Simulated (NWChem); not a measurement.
# quartet CH5OSi: levels of theory compared

We compute a comparison of 6 runs (UHF/3-21G, UB3LYP/def2-SVPD, UB3LYP/6-31G*, UM06-2X/def2-SVPD, UPBE0/def2-SVPD, UMP2/def2-SVPD) of quartet CH5OSi. 

The results are computed with NWChem 7.3.0.

27 further runs of the same task are left out: 3 that didn't finish, 24 set aside as unsound or not needed. Runs told in other sessions of the task aren't counted.

### 1 The molecule

The species is CH5OSi (8 atoms), meant as a quartet with charge 0. SMILES of the parent species: `[CH2][SiH2]O`. The coordinates come from a PBE0-D4/def2-TZVP relaxation. This is one conformer, not always the lowest. That shape belongs to the parent species and isn't relaxed for this state.

Bond lengths: C1–Si2 1.840 Å, Si2–O3 1.650 Å, C1–H4 1.086 Å, C1–H5 1.087 Å, Si2–H6 1.485 Å, Si2–H7 1.490 Å, O3–H8 0.958 Å. Angles: C1–Si2–O3 112.2°, C1–Si2–H6 111.4°, C1–Si2–H7 108.0°, O3–Si2–H6 104.2°, O3–Si2–H7 111.6°, Si2–C1–H4 122.8°, Si2–C1–H5 122.5°, Si2–O3–H8 117.1°, H6–Si2–H7 109.4°, H4–C1–H5 114.6°.

### 2 The energy at UHF/3-21G (run 1)

The input, geom.xyz:

```xyz
8
CH5OSi
C     -0.861500     0.517800    -0.791400
Si     0.654000    -0.005200     0.111100
O      0.302800    -0.724400     1.554400
H     -0.970800     0.416800    -1.867000
H     -1.703100     0.991500    -0.293300
H      1.495600     1.161100     0.480600
H      1.431000    -0.912300    -0.779800
H     -0.255800    -1.502300     1.529400
```

The input, run.py:

```python
from ase.io import read
from ase.calculators.nwchem import NWChem

atoms = read('geom.xyz')

calc = NWChem(
    label='geom',
    theory='scf',
    memory='2200 mb',
    basis='3-21G',
    basispar='spherical bse',
    scf={'nopen': '3', 'uhf': None, 'thresh': '1e-08', 'maxiter': '80'},
    task='energy',
)
atoms.calc = calc

print(f"energy = {atoms.get_potential_energy():.6f} eV")
```

Command:

```console
$ export ASE_NWCHEM_COMMAND="nwchem PREFIX.nwi > PREFIX.nwo"
$ python run.py
```

What it wrote:

```text
energy = -10942.180369 eV
```

The calculator wrote geom.nwi:

```
title "geom"

permanent_dir geom

scratch_dir geom

start geom

geometry units angstrom nocenter noautosym noautoz
  C  -8.6150000000000004e-01 5.1780000000000004e-01 -7.9139999999999999e-01
  Si 6.5400000000000003e-01 -5.1999999999999998e-03 1.1110000000000000e-01
  O  3.0280000000000001e-01 -7.2440000000000004e-01 1.5544000000000000e+00
  H  -9.7080000000000000e-01 4.1680000000000000e-01 -1.8670000000000000e+00
  H  -1.7031000000000001e+00 9.9150000000000005e-01 -2.9330000000000001e-01
  H  1.4956000000000000e+00 1.1611000000000000e+00 4.8060000000000003e-01
  H  1.4310000000000000e+00 -9.1230000000000000e-01 -7.7980000000000005e-01
  H  -2.5580000000000003e-01 -1.5023000000000000e+00 1.5294000000000001e+00
end

memory 2200 mb

basis spherical bse noprint
   * library 3-21G
end

scf
  nopen 3
  uhf
  thresh 1e-08
  maxiter 80
end

task scf energy
```

geom.nwo:

```text
Northwest Computational Chemistry Package (NWChem) 7.3.0
             --------------------------------------------------------

           Job information
           ---------------

    nwchem branch   = 7.3.0
    use scalapack   = T
    input           = geom.nwi
    prefix          = geom.
    data base       = geom/geom.db
    status          = startup
    nproc           =        1

           Memory information
           ------------------

    heap     =     72089594 doubles =      550.0 Mbytes
    stack    =     72089599 doubles =      550.0 Mbytes
    global   =    144179200 doubles =     1100.0 Mbytes (distinct from heap & stack)
    total    =    288358393 doubles =     2200.0 Mbytes
    verify   = yes
    hardfail = no

[... 136 lines left out ...]
 Convergence threshold     :          1.000E-08
[... 19 lines left out ...]
       Final UHF  results
[... 3 lines left out ...]
      One electron energy =   -770.738389177644
[... 1 line left out ...]
 Nuclear repulsion energy =    108.932761219411
[... 40 lines left out ...]
          Final beta eigenvalues
[... 206 lines left out ...]
                     UHF Final Beta Molecular Orbital Analysis
[... 228 lines left out ...]
   Mulliken analysis of the spin density
   -------------------------------------

    Atom       Charge   Shell Charges
 -----------   ------   -------------------------------------------------------
    1 C    6     1.28   0.00  0.02  0.49  0.13  0.64
    2 Si  14     0.49  -0.00  0.00  0.00 -0.03 -0.01  0.12  0.41
    3 O    8     0.99   0.00  0.04  0.54 -0.05  0.45
[... 4 lines of this table left out ...]
    8 H    1     0.40   0.01  0.39

       Multipole analysis of the density wrt the origin
       ------------------------------------------------

     L   x y z        total         alpha         beta         nuclear
     -   - - -        -----         -----         ----         -------
     0   0 0 0      0.000000    -18.000000    -15.000000     33.000000

     1   1 0 0     -0.237770     -5.760798     -6.583124     12.106152
[... 8 lines of this table left out ...]
     2   0 0 2    -21.459894    -73.507380    -55.119462    107.166948

 Task  times  cpu:        9.7s     wall:        9.7s
 Total times  cpu:        9.7s     wall:        9.7s
```

Run time: 12 s. Hardware: 1 thread of Intel Xeon Platinum 8259CL at 2.50GHz (Skylake/Cascade Lake), shared host; peak memory 0.099 GiB.

### 3 The energy at UB3LYP/def2-SVPD (run 2)

The input, job.xyz:

```xyz
8

C     -0.861500     0.517800    -0.791400
Si     0.654000    -0.005200     0.111100
O      0.302800    -0.724400     1.554400
H     -0.970800     0.416800    -1.867000
H     -1.703100     0.991500    -0.293300
H      1.495600     1.161100     0.480600
H      1.431000    -0.912300    -0.779800
H     -0.255800    -1.502300     1.529400
```

The input, job.nw:

```
start job
memory 2200 mb
charge 0

geometry units angstrom noautosym nocenter noautoz
   load format xyz job.xyz
end

basis spherical bse
   C library def2-SVPD
   Si library def2-SVPD
   O library def2-SVPD
   H library def2-SVPD
end

dft
   xc b3lyp
   mult 4
   grid fine
   convergence energy 1e-08
   maxiter 100
   mulliken
   print low
end

task dft energy
```

Command:

```console
$ nwchem job.nw > job.out
```

What it wrote:

```text
[...]
 d= 0,ls=0.0,diis     1   -405.2790037013 -5.14D+02  3.00D-02  1.79D-01     8.7
[...]
 d= 0,ls=0.0,diis    16   -405.4003576139 -9.98D-09  1.99D-06  2.33D-10    88.6
[...]
         Total DFT energy =     -405.400357613905
      One electron energy =     -773.146729283475
           Coulomb energy =      295.477586147945
    Exchange-Corr. energy =      -36.663975697786
 Nuclear repulsion energy =      108.932761219411
[...]
      Total Density - Mulliken Population Analysis
     ---------------------------------------------
    Atom       Charge   Shell Charges
 -----------   ------   -------------------------------------------------------
    1 C    6     5.56   1.98  0.97  0.02 -0.02  2.00  0.65  0.01 -0.06
    2 Si  14    13.98   2.00  1.98  1.09  0.01  0.25  5.92  1.29  0.99  0.32  0.13
    3 O    8     8.78   1.99  1.16  0.59  0.45  2.81  1.49  0.28  0.01  0.01
    4 H    1     1.23   0.75  0.46  0.03 -0.01
    5 H    1     1.20   0.74  0.45  0.03 -0.02
    6 H    1     0.81   0.74  0.07  0.01 -0.02
    7 H    1     0.80   0.69  0.09  0.01  0.01
    8 H    1     0.65   0.67 -0.14  0.07  0.05
[...]
      <S2> =      3.7618 (Exact =     3.7500)
[...]
```

It took 89 s on 1 thread of Intel Xeon Platinum 8259CL at 2.50GHz (Skylake/Cascade Lake), shared host; peak memory 0.12 GiB.

Run 3 isn't shown in full; the table further down has it.

### 4 A single-point energy at UM06-2X/def2-SVPD (run 4)

The input, ch5osi.nw:

```
start ch5osi
memory stack 880 mb heap 220 mb global 1100 mb

geometry noautosym nocenter noautoz
C       -0.861500       0.517800      -0.791400
Si       0.654000      -0.005200       0.111100
O        0.302800      -0.724400       1.554400
H       -0.970800       0.416800      -1.867000
H       -1.703100       0.991500      -0.293300
H        1.495600       1.161100       0.480600
H        1.431000      -0.912300      -0.779800
H       -0.255800      -1.502300       1.529400
end

basis "ao basis" spherical bse
* library def2-SVPD
end

dft
xc m06-2x
mult 4
grid fine
convergence energy 1e-08
maxiter 100
mulliken
end

task dft energy
```

Command:

```console
$ nwchem ch5osi.nw > ch5osi.out
```

What it wrote:

```text
[...]
          Wavefunction type:  spin polarized.
          No. of atoms     :     8
          No. of electrons :    33
[...]
          Charge           :     0
          Spin multiplicity:     4
[...]
          AO basis - number of functions:   107
[...]
              XC Information
              --------------
                       M06-2X Method XC Functional
                     Hartree-Fock (Exact) Exchange  0.540
                        M06-2X Exchange Functional  1.000
                      M06-2X Correlation Potential  1.000
[...]
 d= 0,ls=0.0,diis     1   -405.1689702478 -5.14D+02  2.03D-02  1.64D-01     7.2
[...]
 d= 0,ls=0.0,diis    21   -405.2828686298 -1.22D-09  1.66D-06  4.21D-11   146.7
[...]
         Total DFT energy =     -405.282868629770
      One electron energy =     -773.006620559091
           Coulomb energy =      295.337735581256
    Exchange-Corr. energy =      -36.546744871346
 Nuclear repulsion energy =      108.932761219411
[...]
      Total Density - Mulliken Population Analysis
     ---------------------------------------------
    Atom       Charge   Shell Charges
 -----------   ------   -------------------------------------------------------
    1 C    6     5.67   1.99  0.94  0.05 -0.00  1.98  0.74  0.01 -0.04
    2 Si  14    13.90   2.00  1.98  1.03  0.02  0.26  5.93  1.28  1.00  0.31  0.11
    3 O    8     8.91   1.99  1.15  0.60  0.54  2.78  1.51  0.32  0.01  0.02
    4 H    1     1.18   0.74  0.42  0.02 -0.01
    5 H    1     1.17   0.74  0.42  0.02 -0.02
    6 H    1     0.83   0.73  0.10  0.01 -0.01
    7 H    1     0.79   0.68  0.10  0.01 -0.00
    8 H    1     0.55   0.65 -0.22  0.07  0.05
[...]
      <S2> =      3.7683 (Exact =     3.7500)
[...]
```

Run time: 2.5 min. Hardware: 1 thread of Intel Xeon Platinum 8259CL at 2.50GHz (Skylake/Cascade Lake), shared host; peak memory 0.12 GiB.

Run 5 isn't shown in full; the table further down has it.

### 5 A single-point energy at UMP2/def2-SVPD (run 6)

The input, nw.nw:

```
start nw
title "CH5OSi"
memory stack 880 mb heap 220 mb global 1100 mb

geometry noautosym nocenter noautoz
  C     -0.861500     0.517800    -0.791400
  Si     0.654000    -0.005200     0.111100
  O      0.302800    -0.724400     1.554400
  H     -0.970800     0.416800    -1.867000
  H     -1.703100     0.991500    -0.293300
  H      1.495600     1.161100     0.480600
  H      1.431000    -0.912300    -0.779800
  H     -0.255800    -1.502300     1.529400
end

basis spherical bse
  * library def2-SVPD
end

scf
  quartet
  uhf
  thresh 1e-08
  maxiter 80
end

mp2
  freeze core 7
  tight
end

task mp2
```

Command:

```console
$ nwchem nw.nw > nw.out
```

What it wrote:

```text
[...]
  functions       =   107
[...]
  wavefunction    = UHF
[...]
         Total SCF energy =   -404.150554586398
      One electron energy =   -772.030545385596
      Two electron energy =    258.947229579786
 Nuclear repulsion energy =    108.932761219411
                       Sz =      1.5000
                 Sz(Sz+1) =      3.7500
                      S^2 =      3.7714
[...]
          Total MP2 energy          -404.529203454693
[...]
```

Run time: 3.3 min. Hardware: 1 thread of Intel Xeon Platinum 8259CL at 2.50GHz (Skylake/Cascade Lake), shared host; peak memory 0.31 GiB.

### 6 Overview of the runs

| run | level | iteration cap | module | energy (Eh) | dipole moment (D) of the reference | HOMO energy (eV) | ⟨S²⟩ | wall time |
| --- | --- | --- | --- | --- | --- | --- | --- | --- |
| 1 | UHF/3-21G | 80 | scf | -402.117715 | 0.63 | -3.08 | 3.767 | 12 s |
| 2 | UB3LYP/def2-SVPD | 100 | dft | -405.400358 | – | – | 3.762 | 89 s |
| 3 | UB3LYP/6-31G* (Cartesian functions) | 100 | dft | -405.529304 | 1.71 | -1.27 | 3.760 | 99 s |
| 4 | UM06-2X/def2-SVPD | 100 | dft | -405.282869 | 3.09 | -2.79 | 3.768 | 2.5 min |
| 5 | UPBE0/def2-SVPD | 100 | dft | -405.120425 | 2.70 | -2.17 | 3.764 | 92 s |
| 6 | UMP2/def2-SVPD | 80 | mp2 | -404.529203 | – | -4.00 | 3.771 | 3.3 min |

### 7 Summary of results

```
                                                         quantity          value
                                              run 6: total energy  -404.52920 Eh
run 6: HOMO energy (Hartree–Fock orbitals) (highest over α and β)       -4.00 eV
 run 6: LUMO energy (Hartree–Fock orbitals) (lowest over α and β)       -1.79 eV
               run 6: correlation energy (7 core orbitals frozen)     -378.6 mEh
                         run 6: ⟨S²⟩ of the reference determinant          3.771
```

Over runs 1, 3, 4, 5 the dipole moment (its size) runs from 0.63 D (UHF/3-21G) to 3.09 D (UM06-2X/def2-SVPD). The two ends differ in method and basis. Totals of different functionals can't be ranked against each other. All runs together took 11 min, the longest 3.3 min.
